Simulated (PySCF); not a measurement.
# How far each method lies from RCCSDT for H₂N–N⁺, doublet

Geometry: that of the H2N–N, singlet, kept fixed.

| atom | x (Å) | y (Å) | z (Å) |
| --- | --- | --- | --- |
| N | 0.0000 | 0.0000 | 0.5222 |
| N | 0.0000 | 0.0000 | -0.6814 |
| H | 0.0000 | 0.8651 | 1.1058 |
| H | 0.0000 | -0.8651 | 1.1058 |

Basis cc-pVDZ; PySCF 2.14.0. Only valence electrons are correlated (noble-gas cores frozen), which leaves 11 electrons in 36 orbitals. Prefix R: restricted or restricted open-shell reference; prefix U: unrestricted.

Full CI isn't at hand for all of this; RCCSDT serves as the reference. It lacks quadruple excitations, which often exceed the step from CCSD(T) to CCSDT. The frozen core follows each run's orbitals, which can shift R against U totals by a few meV.

Unrestricted rows (U) aren't spin-pure: their determinants' ⟨S²⟩ exceeds S(S+1) by up to 0.20, so they mix in states of higher spin.

The UHF ⟨S²⟩ is 0.952, the T1 diagnostic (ROHF- or RHF-based CCSD) is 0.0241 and the largest doubles amplitude (ROHF- or RHF-based CCSD) is 0.135. The T1 diagnostic (UCCSD) is 0.0452.

```json
{"level": "RHF", "E − E(RCCSDT) (meV)": "8933", "share of correlation (%)": "0.00", "wall time": "–"}
{"level": "UHF", "E − E(RCCSDT) (meV)": "8650", "share of correlation (%)": "3.17", "wall time": "–"}
{"level": "RMP2", "E − E(RCCSDT) (meV)": "965", "share of correlation (%)": "89.20", "wall time": "–"}
{"level": "UMP2", "E − E(RCCSDT) (meV)": "1288", "share of correlation (%)": "85.59", "wall time": "–"}
{"level": "RCCSD", "E − E(RCCSDT) (meV)": "307", "share of correlation (%)": "96.56", "wall time": "–"}
{"level": "UCCSD", "E − E(RCCSDT) (meV)": "304", "share of correlation (%)": "96.59", "wall time": "–"}
{"level": "RCCSD(T)", "E − E(RCCSDT) (meV)": "19", "share of correlation (%)": "99.79", "wall time": "2.5 s"}
{"level": "UCCSD(T)", "E − E(RCCSDT) (meV)": "34", "share of correlation (%)": "99.62", "wall time": "2.4 s"}
{"level": "UCCSDT", "E − E(RCCSDT) (meV)": "-1", "share of correlation (%)": "100.01", "wall time": "8.6 min"}
```

The correlation energy at RCCSDT, counted from RHF, is -8.933 eV. That run took 6.9 min on 1 thread of Arm Neoverse V1, shared host.

Times are those of the correlated step on a shared host, with one SCF added for the restricted CCSD run; they ran on 1 thread of Arm Neoverse V1.
